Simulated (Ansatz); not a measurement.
A structure relaxed at PBE0-D4/def2-TZVP, charge 0, multiplicity 1:

Cartesian coordinates in Å:
```
C -0.852 0.140 0.431
S 0.553 1.094 -0.195
C 1.512 -0.164 -0.758
N 2.194 -1.009 -1.155
H -1.326 -0.413 -0.377
H -1.548 0.880 0.827
H -0.533 -0.528 1.228
```

(1) Give its formula and SMILES.

(2) Point group (tolerance 0.08 Å, 0.16 Å for H)?

(3) Summarise the bond lengths by kind.

Results:

(1) C2H3NS, `CSC#N`.

(2) Cs.

(3) 2 × C–S 1.680 to 1.809 Å; 3 × C–H 1.088 to 1.090 Å; 1 × C–N 1.156 Å.

Program: Ansatz 0.2.0.
